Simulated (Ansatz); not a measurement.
# AlBN (quartet): from a generated start to a stationary point

Where does this start of AlBN (quartet) end when it is relaxed?

Method: UKS PBE0/def2-TZVP; program: Ansatz 0.2.0, Gaussian basis.

**1. Starting geometry**

3 atoms, charge 0, spin multiplicity 4.

Atoms are counted from 1 here; the program's logs count them from 0.

Bond lengths: B1–Al2 1.978 Å, Al2–N3 1.715 Å. Angles: B1–Al2–N3 180.0°.

The start was built by rule and, where that kept it together, relaxed with GFN2-xTB. Sticks and bond lists go by distance. 

**2. Relaxation**

Contents of in.yaml:

```yaml
crystal:
  periodic: [false, false, false]
  atoms:
    - {symbol: B, position_ang: [0.000000, 0.000000, -1.890055]}
    - {symbol: Al, position_ang: [0.000000, 0.000000, 0.087735]}
    - {symbol: N, position_ang: [0.000000, 0.000000, 1.802319]}
basis:
  gaussian: {orbitals: def2-TZVP}
magnetization: {spin_polarized: true, initial_magnetization: 3}
hamiltonian: {xc: pbe0}
relax: {f_tol: 0.004, max_steps: 80}
```

Run with:

```sh
$ ansatz run in.yaml --threads 1 --pin off --events-out ev --progress --plain --max-ram 2176MiB
```

What does the calculation give? Wanted: energy gained; shift from the start; total energy; dipole moment; ⟨S²⟩.

**Answer**, as computed:

```
                  quantity          value
                     steps              4
             energy gained       0.078 eV
shift from the start (rms)        0.059 Å
              total energy  -8750.0178 eV
             dipole moment         3.20 D
                      ⟨S²⟩          3.870
```

**Reading.** The bonds of the start are those of the end. B1–Al2 went from 1.978 to 2.076 Å. The determinant is spin-contaminated (excess 0.12). No vibrations were run, so this is a stationary point, not a proven minimum, and this spin need not be the ground state's.
